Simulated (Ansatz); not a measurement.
# P4: the cost of one run

Method: single points in def2-TZVPP; program: Ansatz 0.2.0, Gaussian basis.

Cores are frozen in the correlated methods.

### 1 Where the work starts

SMILES `p12p3p1p23`, 4 atoms, charge 0, spin multiplicity 1.

Atoms are counted from 1 here; the program's logs count them from 0.

Bond lengths: P1–P2 2.227 Å, P1–P3 2.190 Å, P1–P4 2.173 Å, P2–P4 2.202 Å, P3–P4 2.196 Å. Angles: P2–P1–P3 61.3°, P2–P1–P4 60.1°, P3–P1–P4 60.4°, P1–P2–P4 58.7°, P1–P3–P4 59.4°, P1–P4–P2 61.2°, P1–P4–P3 60.2°, P2–P4–P3 61.6°.

Geometry (Å):

```xyz
4
charge 0, multiplicity 1
P    -0.73815   -0.10068    1.11252
P     1.33146    0.12975    0.32372
P    -0.20813   -1.10797   -0.75881
P    -0.38518    1.07892   -0.67744
```

### 2 PBE-D4/def2-TZVPP

Input file run/in.yaml:

```yaml
crystal:
  periodic: [false, false, false]
  atoms:
    - {symbol: P, position_ang: [-0.738150, -0.100681, 1.112517]}
    - {symbol: P, position_ang: [1.331459, 0.129749, 0.323725]}
    - {symbol: P, position_ang: [-0.208133, -1.107974, -0.758810]}
    - {symbol: P, position_ang: [-0.385176, 1.078916, -0.677441]}
basis:
  gaussian: {orbitals: def2-TZVPP}
hamiltonian: {xc: pbe, dispersion: d4}
output: {forces: true}
```

Run with:

```console
ansatz run in.yaml --threads 2 --pin off --events-out ev --progress --plain --max-ram 3481MiB
```

Q: Estimate wall time and peak memory on 2 threads of Intel Xeon at 2.50GHz, shared host.

About 4.4 s, with a peak of 0.22 GiB.
